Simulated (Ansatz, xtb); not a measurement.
**CHS2: 3 structures ranked**

3 gas-phase structures of CHS2, found in a search over its isomers (lower ones may exist). Each was relaxed with GFN2-xTB; where two conformers were screened, the lower at r2SCAN-D4/def2-SVP is listed:

A. `[S]C=S`, a doublet
B. `S=[C]S`, a doublet
C. `[CH]1SS1`, a doublet

Task: Which do you expect lowest at r2SCAN-D4/def2-SVP, and how would the others follow?

Result: Calculated order at r2SCAN-D4/def2-SVP: A (0.0), B (5.0), C (24.8) kcal/mol. CCSD(T)/def2-TZVP after further relaxation puts B lowest instead.

Energies above the lowest of each column, in kcal/mol; the last columns are at PBE0-D3(BJ)/def2-SVP geometries and were run for some of them only (a dash: not run or not comparable):

```json
{"structure": "A", "GFN2-xTB": "0.0", "HF/STO-3G": "0.0", "r2SCAN-D4/def2-SVP": "0.0", "PBE0-D3(BJ)/def2-SVP": "0.0", "CCSD(T)/def2-TZVP": "1.7"}
{"structure": "B", "GFN2-xTB": "16.9", "HF/STO-3G": "22.3", "r2SCAN-D4/def2-SVP": "5.0", "PBE0-D3(BJ)/def2-SVP": "3.8", "CCSD(T)/def2-TZVP": "0.0"}
{"structure": "C", "GFN2-xTB": "19.0", "HF/STO-3G": "26.2", "r2SCAN-D4/def2-SVP": "24.8", "PBE0-D3(BJ)/def2-SVP": "–", "CCSD(T)/def2-TZVP": "–"}
```

CCSD(T)/def2-TZVP puts B lowest of those it was run on; GFN2-xTB picks A, HF/STO-3G picks A, r2SCAN-D4/def2-SVP picks A, PBE0-D3(BJ)/def2-SVP picks A. CCSD(T)/def2-TZVP orders those it was run on as B (0.0), A (1.7) kcal/mol. Flexible structures stand in one conformer each, not always the lowest. Frequencies (PBE0-D3(BJ)/def2-SVP) were run for A, B alone. Open shells are spin-unrestricted, some with notable spin contamination. Large T1 diagnostics make some coupled-cluster values less sure.

Programs: Ansatz 0.2.0, xtb 6.7.1.
